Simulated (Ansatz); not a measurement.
**How far a parabola holds: energy against volume of rock-salt NaCl**

Rock-salt NaCl, treated with LDA in Ansatz (plane waves, PAW). Run with plane-wave cutoff 520 eV, 10×10×10 k mesh, Fermi–Dirac smearing 0.01 eV, scalar-relativistic PAW data made under PBE. The cell has no free parameter but its volume, all volumes share cutoff and mesh, and the runs aren't spin-polarised. Energies are free energies at the run's smearing, counted from the lowest row; static lattice.

| V (Å³/atom) | E (meV/atom) |
|---|---|
| 19.551 | 3.76 |
| 19.958 | 0.96 |
| 20.366 | 0.00 |
| 20.773 | 0.68 |
| 21.180 | 2.83 |
| 21.588 | ? |

Fit E of the 5 rows that show it with a parabola. With u = V - 20.4, the rows have u = -0.8490, -0.4420, -0.0340, 0.3730, 0.7800. Least squares gives E = -0.015 - 0.1824·u + 4.9706·u². Residuals (row less fit): 0.037, -0.077, 0.003, 0.071, -0.037; standard error 0.083 (degrees of freedom: 2). The fitted curve has its minimum at V = 20.4, where E = -0.02. Its curvature is d²E/dV² = 2 × 4.9706 meV/Å⁶, so B = V0·d²E/dV² × 0.1602 = 32.5 GPa.

### Question
What does the fit predict for E at V = 21.588, and how far is the calculated value from it?

### Answer
u = 1.1880, so E = -0.015 - 0.1824 × 1.1880 + 4.9706 × 1.1880² = 6.784 meV/atom. The calculation gives 6.28 meV/atom, 0.504 meV/atom below the prediction (8.0 % of the range of E in the table). The row lies outside the fitted rows, so this is an extrapolation. From the scatter of the fitted rows alone, a prediction at this place has a standard error of 0.196 meV/atom, so the miss is 2.6 times that.

The residuals are curvature that a parabola lacks, not noise. A solid that stiffens under compression and softens on expansion lies above the parabola at the compressed end and under it at the expanded end, as this row does. A third-order Birch-Murnaghan fit to the whole scan has B0 = 32.1 GPa. Only scans are tabulated whose curvature falls smoothly with volume, and where the parabola meets the shown rows within 5 % of their range and misses the end by 0.1 meV or more.

Measured, for comparison: bulk modulus 27.6 GPa (0 K value with the zero-point phonon effect removed; as tabulated in Mejia-Rodriguez and Trickey (2018), arXiv:1807.09216). Computed less measured: bulk modulus +16 %.

Ansatz is a first-principles code.
